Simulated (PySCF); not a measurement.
# Si3 (silicon trimer): the cost of one run

Computed with PySCF 2.14.0, with density-fitted response routines of our own, on a single molecule in the gas phase. Atoms count from 0, in the outputs and in this text.

**1. The starting structure**

3 atoms, charge 0, multiplicity 1; geometry from: GFN2-xTB. The atoms were then displaced at random by about 0.01 Å, so the start is not that level's minimum.

Bonds of the start (Å): Si0–Si1 2.30, Si1–Si2 2.27, Si2–Si0 2.29.

**2. Optimising the geometry at PBE0-D3(BJ)/def2-SVP**

What the job is given:

```
{"job": {"xc": "PBE0", "basis": "def2-SVP", "d3": "d3bj", "grid": 1, "shake": 0.01, "kind": "geom"}, "charge": 0, "multiplicity": 1}
Si     1.309430    -0.246030     0.051420
Si    -0.454380     1.223000    -0.031370
Si    -0.849040    -1.011910    -0.039220
```

Run with:

```console
$ OMP_NUM_THREADS=1 python probes_run.py task.json out
```

This one command runs all jobs of the session in turn.

Q: Estimate the wall time and peak memory of this first job on 1 thread of Arm Neoverse V1, shared host.

About 8 s, with a peak of 0.27 GiB.
